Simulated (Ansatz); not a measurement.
Geometry optimisation, RKS r2SCAN/def2-SVP in Ansatz 0.2.0.

Input:

```yaml
crystal:
  periodic: [false, false, false]
  atoms:
    - { symbol: O, position_ang: [0.00874, 1.60192, -1.03125] }
    - { symbol: S, position_ang: [0.40265, 1.40494, 0.56591] }
    - { symbol: S, position_ang: [1.23444, -0.41776, 0.70401] }
    - { symbol: S, position_ang: [-0.26566, -1.80672, 1.10128] }
    - { symbol: H, position_ang: [-0.9273, 1.42471, -1.18034] }
    - { symbol: H, position_ang: [-0.31089, -1.62155, 2.42371] }
basis:
  gaussian: { orbitals: def2-SVP }
hamiltonian:
  xc: r2scan
relax:
  f_tol: 0.015
  max_steps: 40
output:
  orbitals: {}
```

Command:

```bash
$ ansatz run input.yaml --threads 1 --pin off --max-ram 2048MiB --backend cpu --events-out ev --progress --plain --runs-dir out
```

Question: Where does it end, and by what steps?

Answer: It converged. After 7 steps the energy has fallen by 0.052 eV; H5 moved furthest, 0.12 Å.

```csv
step,energy less start (eV),largest force component (eV/Å),accepted
0,0.0000,0.664,yes
1,-0.0146,1.070,yes
2,-0.0372,0.963,yes
3,-0.0465,0.468,yes
4,-0.0513,0.098,yes
5,-0.0523,0.026,yes
6,-0.0523,0.031,yes
7,-0.0525,0.014,yes
```

```xyz
6
Properties=species:S:1:pos:R:3
O -0.010 1.651 -1.054
S 0.449 1.456 0.550
S 1.259 -0.402 0.709
S -0.300 -1.796 1.077
H -0.921 1.323 -1.124
H -0.336 -1.646 2.424
```

Whether the end is a true minimum wasn't checked by a vibrational analysis.

Time of the run: 65 s on 1 thread of Intel(R) Xeon(R) Processor @ 2.50GHz (Skylake/Cascade Lake), with other jobs on the host, peak memory 0.16 GiB.
